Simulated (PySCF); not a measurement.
Geometry:
```
atom   x (Å)   y (Å)   z (Å)
  P1  -0.391  -1.006  -1.234
  P2  -0.541  -1.250   1.014
  P3   1.369  -0.037   0.901
  P4   0.279   1.081  -0.721
  H5  -1.771  -0.727  -1.485
  H6  -1.394  -0.108   1.198
  H7   1.094   0.849   1.989
  H8   1.355   1.199  -1.662
```

Geometry: PBE0-D3(BJ)/def2-SVP; GIAO absolute shieldings from PySCF 2.14.0 with density-fitted response routines, gas phase, non-relativistic, averaged over equivalent atoms.

At PBE0/pcSseg-1 (116 basis functions, 11 s wall time on 1 thread of an x86-64 server CPU, shared host):
| atoms | σ (ppm) |
| --- | --- |
| P1/P2/P3/P4 | 473.4 |
| H5/H6/H7/H8 | 27.26 |

Q: Predict the values at B3LYP/pcSseg-1 on the same geometry.

A: 
| atoms | σ at B3LYP/pcSseg-1 | change |
| --- | --- | --- |
| P1/P2/P3/P4 | 442.4 | -31.0 |
| H5/H6/H7/H8 | 27.48 | +0.22 |

The largest change is at P1/P2/P3/P4 (phosphorus bonded to 2 P, H). Cost: 116 basis functions, 8.3 s wall time on 1 thread of an x86-64 server CPU, shared host.

The averaged P atoms aren't alike in the static structure (σ from 438 to 497 ppm); the average presumes fast exchange among these sites.
